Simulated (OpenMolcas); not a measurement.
**HBS (hydrogen boron sulfide), step by step**

Wanted: the energy (UHF/STO-3G), then the energy (CASSCF(4,4)/STO-3G), then the energy (CASPT2(4,4)/STO-3G), then the energy (SC-NEVPT2(4,4)/STO-3G), then a single-point energy (MRCI(4,4)/STO-3G) of HBS (hydrogen boron sulfide). 

The results are computed with OpenMolcas 26.06.

4 further runs of the same task are left out: 4 that didn't finish.

## Step 1: Starting point

HBS: 3 atoms, total charge 0, spin state singlet. As SMILES, `B=S`. The B1–S2 distance was set to 3.995 Å, away from the relaxed value. At this shape a bond of the SMILES string is far longer than usual.

Bond lengths: B1–H3 1.175 Å.

## Step 2: The energy at UHF/STO-3G (run 1)

File step1.inp:

```
&GATEWAY
 BasLib
 $CurrDir
 BasisSet
 B.STO-3G....
 B1 -0.695417 -0.257864 2.426851 angstrom
 End of Basis
 BasisSet
 S.STO-3G....
 S2 0.399170 0.147640 -1.393290 angstrom
 End of Basis
 BasisSet
 H.STO-3G....
 H3 -1.017267 -0.376384 3.550631 angstrom
 End of Basis

&SEWARD

&SCF
 UHF
 Scramble
 0.25
 PrOrbitals
 1 1
```

The basis set STO-3G is read from a file made from the Basis Set Exchange's data (not shown).

Run with:

```console
$ export MOLCAS_MEM=1860
$ pymolcas step1.inp > step1.log
```

Standard output:

```text
--- Start Module: gateway ---
[...]
--- Stop Module: gateway /rc=_RC_ALL_IS_WELL_ ---
--- Start Module: seward ---
[...]
      Basis functions           15
--- Stop Module: seward /rc=_RC_ALL_IS_WELL_ ---
--- Start Module: scf ---
[...]
       Convergence after  62 Iterations
[...]
::    Total SCF energy                               -417.8622087633
[...]
      Total spin, S                                     0.8364340938
[...]
      Total electronic charge=   22.000000
      Total            charge=   -0.000000
[...]
      Dipole Moment (debye):
      Origin of the operator (angstrom)=    0.0928    0.0341   -0.3239
                   X= -1.3933E-01               Y= -5.1315E-02               Z=  4.9213E-01           Total=  5.1405E-01
      Quadrupole Moment (debye*angstrom):
[...]
--- Stop Module: scf /rc=_RC_ALL_IS_WELL_ ---
[...]
```

Wall time 2.7 s (1 thread of Arm Neoverse V1, shared host); peak memory 0.37 GiB.

## Step 3: A single-point energy at CASSCF(4,4)/STO-3G (run 2)

File step2.input:

```
&GATEWAY
 BasLib = $CurrDir
 BasisSet
 B.STO-3G....
 B1 -0.695417 -0.257864 2.426851 angstrom
 End of Basis
 BasisSet
 S.STO-3G....
 S2 0.399170 0.147640 -1.393290 angstrom
 End of Basis
 BasisSet
 H.STO-3G....
 H3 -1.017267 -0.376384 3.550631 angstrom
 End of Basis

&SEWARD

&RASSCF
 FileOrb = $CurrDir/step1.UnaOrb
 Spin = 1
 Nactel = 4 0 0
 Inactive = 9
 Ras2 = 4
 OrbListing = Nothing
 OrbAppear = Compact
```

The basis set STO-3G is read from a file made from the Basis Set Exchange's data (not shown).

Run with:

```console
$ export MOLCAS_MEM=1860
$ pymolcas step2.input > step2.log
```

Standard output:

```text
--- Start Module: gateway ---
[...]
--- Stop Module: gateway /rc=_RC_ALL_IS_WELL_ ---
--- Start Module: seward ---
[...]
      Basis functions           15
--- Stop Module: seward /rc=_RC_ALL_IS_WELL_ ---
--- Start Module: rasscf ---
[...]
      Number of active orbitals                  4
[...]
      Spin quantum number                      0.0
[...]
      Active orbitals                            4
[...]
      Number of CSFs                            20
[...]
      Number of root(s) required                 1
[...]
      Convergence after  9 iterations
[...]
      printout of CI-coefficients larger than  0.05 for root  1
      energy=    -417.881587
      conf/sym  1111     Coeff  Weight
             1  2200  -0.44662 0.19947
             8  2002   0.45058 0.20303
            10  udud   0.43160 0.18628
            12  0220   0.41624 0.17326
            15  uudd   0.24981 0.06240
            20  0022  -0.41899 0.17556
      Natural orbitals and occupation numbers for root  1
      sym 1:   1.053683   0.994148   0.946318   1.005852
      ************************************************************************************************************************
      *                                                    Final results                                                     *
[...]
::    RASSCF root number  1 Total energy:   -417.88158732
[...]
      Total electronic charge=   22.000000
      Total            charge=   -0.000000
[...]
      Dipole Moment (debye):
      Origin of the operator (angstrom)=    0.0928    0.0341   -0.3239
                   X=  1.4038E-01               Y=  5.2063E-02               Z= -4.9032E-01           Total=  5.1267E-01
      Quadrupole Moment (debye*angstrom):
[...]
--- Stop Module: rasscf /rc=_RC_ALL_IS_WELL_ ---
[...]
```

Wall time 1.6 s (1 thread of Arm Neoverse V1, shared host); peak memory 0.37 GiB.

## Step 4: A single-point energy at CASPT2(4,4)/STO-3G (run 3)

File step3.input:

```
&gateway
baslib=$CurrDir
basisset
B.STO-3G....
B1 -0.695417 -0.257864 2.426851 angstrom
End of Basis
basisset
S.STO-3G....
S2 0.399170 0.147640 -1.393290 angstrom
End of Basis
basisset
H.STO-3G....
H3 -1.017267 -0.376384 3.550631 angstrom
End of Basis
&seward
&rasscf
fileorb=$CurrDir/step2.RasOrb
spin=1
nactel=4 0 0
inactive=9
ras2=4
orblisting=Nothing
orbappear=Compact
&caspt2
imaginary=0.1
frozen=6
```

The basis set STO-3G is read from a file made from the Basis Set Exchange's data (not shown).

Run with:

```console
$ export MOLCAS_MEM=1860
$ pymolcas step3.input > step3.log
```

Standard output:

```text
--- Start Module: gateway ---
[...]
--- Stop Module: gateway /rc=_RC_ALL_IS_WELL_ ---
[...]
      Basis functions           15
[...]
--- Start Module: rasscf ---
[...]
      Number of active orbitals                  4
[...]
      Spin quantum number                      0.0
[...]
      Active orbitals                            4
[...]
      Number of CSFs                            20
[...]
      Number of root(s) required                 1
[...]
      Convergence after  4 iterations
[...]
      printout of CI-coefficients larger than  0.05 for root  1
      energy=    -417.881587
      conf/sym  1111     Coeff  Weight
             1  2200  -0.44662 0.19947
             8  2002   0.45059 0.20303
            10  udud   0.43160 0.18628
            12  0220   0.41624 0.17326
            15  uudd   0.24981 0.06240
            20  0022  -0.41899 0.17556
      Natural orbitals and occupation numbers for root  1
      sym 1:   1.053684   0.994148   0.946317   1.005852
      ************************************************************************************************************************
      *                                                    Final results                                                     *
[...]
::    RASSCF root number  1 Total energy:   -417.88158741
[...]
      Total electronic charge=   22.000000
      Total            charge=   -0.000000
[...]
      Dipole Moment (debye):
      Origin of the operator (angstrom)=    0.0928    0.0341   -0.3239
                   X=  1.4049E-01               Y=  5.2098E-02               Z= -4.9076E-01           Total=  5.1312E-01
      Quadrupole Moment (debye*angstrom):
[...]
--- Stop Module: rasscf /rc=_RC_ALL_IS_WELL_ ---
--- Start Module: caspt2 ---
[...]
 ###    WARNING: User changed nr of frozen orbitals.                         ###
 ###############################################################################
[...]
      E2 (Variational):          -0.0128659678
      Total energy:            -417.8944533782
[...]
      Reference weight:           0.99399
[...]
::    CASPT2 Root  1     Total energy:   -417.89445338
[...]
--- Stop Module: caspt2 /rc=_RC_ALL_IS_WELL_ ---
[...]
```

Wall time 1.6 s (1 thread of Arm Neoverse V1, shared host); peak memory 0.37 GiB.

## Step 5: A single-point energy at SC-NEVPT2(4,4)/STO-3G (run 4)

File step4.input:

```
>>> EXPORT MOLCAS_PRINT=2
&gateway
baslib = $CurrDir
basisset
B.STO-3G....
B1 -0.695417 -0.257864 2.426851 angstrom
End of Basis
basisset
S.STO-3G....
S2 0.399170 0.147640 -1.393290 angstrom
End of Basis
basisset
H.STO-3G....
H3 -1.017267 -0.376384 3.550631 angstrom
End of Basis
&seward
&rasscf
fileorb = $CurrDir/step2.RasOrb
spin = 1
nactel = 4 0 0
inactive = 9
ras2 = 4
orblisting = Nothing
orbappear = Compact
&caspt2
sc-nevpt2
frozen = 6
```

The basis set STO-3G is read from a file made from the Basis Set Exchange's data (not shown).

Run with:

```console
$ export MOLCAS_MEM=1860
$ pymolcas step4.input > step4.log
```

Standard output:

```text
--- Start Module: gateway ---
[...]
--- Stop Module: gateway /rc=_RC_ALL_IS_WELL_ ---
[...]
      Basis functions           15
[...]
--- Start Module: rasscf ---
[...]
      Number of active orbitals                  4
[...]
      Spin quantum number                      0.0
[...]
      Active orbitals                            4
[...]
      Number of CSFs                            20
[...]
      Number of root(s) required                 1
[...]
      Convergence after  4 iterations
[...]
      printout of CI-coefficients larger than  0.05 for root  1
      energy=    -417.881587
      conf/sym  1111     Coeff  Weight
             1  2200  -0.44662 0.19947
             8  2002   0.45059 0.20303
            10  udud   0.43160 0.18628
            12  0220   0.41624 0.17326
            15  uudd   0.24981 0.06240
            20  0022  -0.41899 0.17556
      Natural orbitals and occupation numbers for root  1
      sym 1:   1.053684   0.994148   0.946317   1.005852
      ************************************************************************************************************************
      *                                                    Final results                                                     *
[...]
::    RASSCF root number  1 Total energy:   -417.88158741
[...]
      Total electronic charge=   22.000000
      Total            charge=   -0.000000
[...]
      Dipole Moment (debye):
      Origin of the operator (angstrom)=    0.0928    0.0341   -0.3239
                   X=  1.4049E-01               Y=  5.2098E-02               Z= -4.9076E-01           Total=  5.1312E-01
      Quadrupole Moment (debye*angstrom):
[...]
--- Stop Module: rasscf /rc=_RC_ALL_IS_WELL_ ---
--- Start Module: caspt2 ---
[...]
 ###    WARNING: User changed nr of frozen orbitals.                         ###
 ###############################################################################
[...]
      E2 (Variational):          -0.0126486350
[...]
      E2 (Variational):          -0.0126472249
      Total energy:            -417.8942346353
[...]
      Reference weight:           0.99414
[...]
::    SC-NEVPT2 Root  1     Total energy:   -417.89423464
[...]
--- Stop Module: caspt2 /rc=_RC_ALL_IS_WELL_ ---
[...]
```

It took 1.6 s on 1 thread of Arm Neoverse V1, shared host; peak memory 0.37 GiB.

## Step 6: The energy at MRCI(4,4)/STO-3G (run 5)

File step5.input:

```
* BHS MRCI

&gateway
 baslib=$CurrDir
 basisset
 B.STO-3G....
 B1 -0.695417 -0.257864 2.426851 angstrom
 End of Basis
 basisset
 S.STO-3G....
 S2 0.399170 0.147640 -1.393290 angstrom
 End of Basis
 basisset
 H.STO-3G....
 H3 -1.017267 -0.376384 3.550631 angstrom
 End of Basis

&seward

&rasscf
 fileorb=$CurrDir/step2.RasOrb
 spin=1
 nactel=4 0 0
 inactive=9
 ras2=4
 orblisting=Nothing
 orbappear=Compact

&motra
 lumorb
 frozen=6

&guga
 electrons=10
 spin=1
 inactive=3
 active=4
 ciall=1

&mrci
 sdci
```

The basis set STO-3G is read from a file made from the Basis Set Exchange's data (not shown).

Run with:

```console
$ export MOLCAS_MEM=1860
$ pymolcas step5.input > step5.log
```

Standard output:

```text
--- Start Module: gateway ---
[...]
--- Stop Module: gateway /rc=_RC_ALL_IS_WELL_ ---
[...]
      Basis functions           15
[...]
      Number of active orbitals                  4
[...]
      Spin quantum number                      0.0
[...]
      Active orbitals                            4
[...]
      Number of CSFs                            20
[...]
      Number of root(s) required                 1
[...]
      Convergence after  4 iterations
[...]
      printout of CI-coefficients larger than  0.05 for root  1
      energy=    -417.881587
      conf/sym  1111     Coeff  Weight
             1  2200  -0.44662 0.19947
             8  2002   0.45059 0.20303
            10  udud   0.43160 0.18628
            12  0220   0.41624 0.17326
            15  uudd   0.24981 0.06240
            20  0022  -0.41899 0.17556
      Natural orbitals and occupation numbers for root  1
      sym 1:   1.053684   0.994148   0.946317   1.005852
      ************************************************************************************************************************
      *                                                    Final results                                                     *
[...]
::    RASSCF root number  1 Total energy:   -417.88158741
[...]
      Dipole Moment (debye):
      Origin of the operator (angstrom)=    0.0928    0.0341   -0.3239
                   X=  1.4049E-01               Y=  5.2098E-02               Z= -4.9076E-01           Total=  5.1312E-01
      Quadrupole Moment (debye*angstrom):
[...]
      *** WARNING: Default frozen orbitals is overwritten by user input.
      *** Default values:   6
[...]
--- Start Module: guga ---
[...]
--- Stop Module: guga /rc=_RC_ALL_IS_WELL_ ---
--- Start Module: mrci ---
[...]
       (But an ACPF correction will be computed)
       USE THE DEFAULT ACPF G-VALUE GFAC=  0.20000000000000001
[...]
                      CI ENERGY:  -417.90271317
[...]
                ACPF CORRECTION:    -0.00030849
[...]
      Total electronic charge=   22.000000
      Total            charge=    0.000000
[...]
     ACPF CORRECTION:     -0.00030849
[...]
  CI State   1     Total energy:   -417.90271317     QDav:     -0.00038703     QACPF:     -0.00030849
[...]
--- Stop Module: mrci /rc=_RC_ALL_IS_WELL_ ---
[...]
```

It took 2 s on 1 thread of Arm Neoverse V1, shared host; peak memory 0.37 GiB.

## Step 7: Summary of results

| quantity | value |
| --- | --- |
| run 1, UHF/STO-3G: total energy | -417.86221 Eh |
| run 1, UHF/STO-3G: dipole moment | 0.51 D |
| run 1, UHF/STO-3G: HOMO energy | -6.32 eV |
| run 1, UHF/STO-3G: LUMO energy | 6.27 eV |
| run 1, UHF/STO-3G: HOMO–LUMO gap | 12.59 eV |
| run 1, UHF/STO-3G: ⟨S²⟩ | 1.536 |
| run 2, CASSCF(4,4)/STO-3G: total energy | -417.88159 Eh |
| run 2, CASSCF(4,4)/STO-3G: dipole moment (CASSCF density) | 0.51 D |
| run 3, CASPT2(4,4)/STO-3G: total energy | -417.89445 Eh |
| run 3, CASPT2(4,4)/STO-3G: dipole moment (CASSCF density) | 0.51 D |
| run 4, SC-NEVPT2(4,4)/STO-3G: total energy | -417.89423 Eh |
| run 4, SC-NEVPT2(4,4)/STO-3G: dipole moment (CASSCF density) | 0.51 D |
| run 5, MRCI(4,4)/STO-3G: total energy | -417.90271 Eh |
| run 5, MRCI(4,4)/STO-3G: dipole moment (CASSCF density) | 0.51 D |

**Reading.** ⟨S²⟩ (run 1, UHF/STO-3G) is 1.54 where a pure singlet has 0.00: the reference is spin-contaminated. Mulliken charges (run 2, CASSCF(4,4)/STO-3G) run from -0.07 on H3 to +0.07 on B1. Mulliken charges (run 3, CASPT2(4,4)/STO-3G) of the CASSCF density run from -0.07 on H3 to +0.07 on B1; they depend strongly on the basis. Mulliken charges (run 4, SC-NEVPT2(4,4)/STO-3G) of the CASSCF density run from -0.07 on H3 to +0.07 on B1. Mulliken charges (run 5, MRCI(4,4)/STO-3G) of the CASSCF density run from -0.07 on H3 to +0.07 on B1.
